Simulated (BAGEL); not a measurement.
# BCl2 (SMILES Cl[B]Cl): FCI/STO-3G (density fitting with qzvpp-jkfit)

What is the energy change on altering one bond length of BCl2 at FCI/STO-3G (density fitting with qzvpp-jkfit)? 

Program for the calculation: BAGEL 1.2.2.

3 further runs of the same task are left out: 3 set aside as unsound or not needed. Runs told in other sessions of the task aren't counted.

## (1) Starting point

BCl2 has 3 atoms, charge 0, and is taken as a doublet. SMILES: `Cl[B]Cl`. The coordinates come from a PBE0-D4/def2-TZVP relaxation.

Bond lengths: Cl1–B2 1.720 Å, B2–Cl3 1.720 Å. Angles: Cl1–B2–Cl3 125.4°.

## (2) A single-point energy at FCI/STO-3G (density fitting with qzvpp-jkfit)

fci.json reads:

```json
{ "bagel": [

{
  "title": "molecule",
  "basis": "sto-3g",
  "df_basis": "qzvpp-jkfit",
  "angstrom": true,
  "geometry": [
    { "atom": "Cl", "xyz": [       0.371500,      -1.525600,       0.030000 ] },
    { "atom": "B", "xyz": [      -0.463900,      -0.050300,      -0.256900 ] },
    { "atom": "Cl", "xyz": [       0.081500,       1.511100,       0.213700 ] }
  ]
},

{
  "title": "hf",
  "charge": 1
},

{
  "title": "fci",
  "nstate": 1,
  "ncore": 11,
  "nspin": 1
}

]}
```

Command:

```console
$ BAGEL_NUM_THREADS=1 BAGEL fci.json > fci.out
```

Log:

```text
* using 1 threads per process

  ===============================================================
  ===============================================================

  *** Geometry ***

  { "atom" : "Cl", "xyz" : [      0.702033,     -2.882966,      0.056692 ] },
  { "atom" : "B", "xyz" : [     -0.876644,     -0.095053,     -0.485471 ] },
  { "atom" : "Cl", "xyz" : [      0.154013,      2.855565,      0.403834 ] },

  Number of auxiliary basis functions:      331

  Since a DF basis is specified, we compute 2- and 3-index integrals:
    o Being stored without compression. Storage requirement is 0.001 GB

  Number of basis functions:       23
  Number of electrons      :       39

    * METHOD: MOLECULE                             0.10

  *** RHF ***

  === Nuclear Repulsion ===
   102.3590784618

      * DIIS with orbital gradients will be used.

  === RHF iteration (sto-3g) ===
      0       -933.06236818          0.02709953           0.01
      1       -933.17712194          0.01960909           0.01
      2       -933.23637253          0.00118461           0.01
[... 7 lines of this table left out ...]
     10       -933.23681990          0.00000001           0.01
    * SCF iteration converged.

    * Permanent dipole moment:
           (    1.148480,     0.071664,     0.630056) a.u.

    * METHOD: HF                                   0.16

  ---------------------------
        FCI calculation
  ---------------------------

  Performs exactly the same way as Knowles & Handy 1984 CPL

  o alpha-beta strings
      length:           715
  o size of the space
      determinant space:  108900
      spin-adapted space: 56628

  o single displacement lists (alpha)
      length:          7920
  o single displacement lists (beta)
      length:         19800

     guess   0:   closed 11111111....         open ........1...

  === FCI iteration ===

      0  0      -933.48604246     1.18e-03      0.22
      1  0      -933.56431013     6.00e-04      0.22
      2  0      -933.58141908     2.91e-04      0.22
[... 16 lines of this table left out ...]
     19  0      -933.58555424     1.34e-10      0.22
    ** throwing out 1 trial vectors **
     20  0 *    -933.58555424     5.62e-11      0.21

     * ci vector, state   0, <S^2> = 0.7500
       22222222a...     0.9564748570
       22222a222...     0.1391688414
       22a222222...    -0.0934076514
       222a2222a..b     0.0764417095
       222b2222a..a    -0.0635752814

    * METHOD: FCI                                  4.69

  ===============================================================
```

It took 5.1 s on 1 thread of Arm Neoverse N1, shared host; peak memory 0.21 GiB.

## (3) The distorted shape at the same level

input.json reads:

```json
{ "bagel" : [

{
  "title" : "molecule",
  "basis" : "sto-3g",
  "df_basis" : "qzvpp-jkfit",
  "angstrom" : true,
  "geometry" : [
    { "atom" : "Cl", "xyz" : [    0.098814,   -2.306260,   -0.205288 ] },
    { "atom" : "B", "xyz" : [   -0.736586,   -0.830960,   -0.492188 ] },
    { "atom" : "Cl", "xyz" : [    0.081500,    1.511100,    0.213700 ] }
  ]
},
{ "title" : "hf", "charge" : 1 },
{ "title" : "fci", "nstate" : 1, "ncore" : 11, "nspin" : 1 }

]}
```

Command:

```console
$ BAGEL_NUM_THREADS=1 BAGEL input.json > input.out
```

Log:

```text
* using 1 threads per process

  ===============================================================
  ===============================================================

  *** Geometry ***

  { "atom" : "Cl", "xyz" : [      0.186731,     -4.358200,     -0.387938 ] },
  { "atom" : "B", "xyz" : [     -1.391946,     -1.570287,     -0.930101 ] },
  { "atom" : "Cl", "xyz" : [      0.154013,      2.855565,      0.403834 ] },

  Number of auxiliary basis functions:      331

  Since a DF basis is specified, we compute 2- and 3-index integrals:
    o Being stored without compression. Storage requirement is 0.001 GB

  Number of basis functions:       23
  Number of electrons      :       39

    * METHOD: MOLECULE                             0.10

  *** RHF ***

  === Nuclear Repulsion ===
    83.4202538729

      * DIIS with orbital gradients will be used.

[... 6 lines left out ...]
    * SCF iteration converged.
[... 1 line left out ...]
    * Permanent dipole moment:
[... 53 lines left out ...]
     * ci vector, state   0, <S^2> = 0.7500
       22222222a...    -0.9077349988
       22222222..a.    -0.1727129568
       2222222ab.a.     0.1677528469
       2222222ba.a.     0.1109253318
       2222222.2.a.     0.0924189117
       2222222.a.2.    -0.0880777050
       2222222a.2..     0.0681906430
       2222222aa..b    -0.0602163502
       2222222.a2..    -0.0568374920
       2222222aa.b.     0.0568275152
       22a22222b.a.     0.0555508402
       22222b2a2a..    -0.0503628098

    * METHOD: FCI                                  7.00

  ===============================================================
```

Wall time 7.5 s (1 thread of Arm Neoverse N1, shared host); peak memory 0.21 GiB.

## (4) What came out

At FCI/STO-3G (density fitting with qzvpp-jkfit), 11 core orbitals frozen:

```
                                                          quantity          value
                                         first shape: total energy  -933.58555 Eh
                                     distorted shape: total energy  -933.48575 Eh
energy change with the B2–Cl3 bond stretched from 1.720 to 2.579 Å       2.716 eV
```

In words: With the B2–Cl3 bond stretched from 1.720 to 2.579 Å the energy rises by 2.72 eV (63 kcal/mol). The first shape isn't relaxed at this level, so the change isn't measured from a minimum. The minimal basis adds a large error of its own.
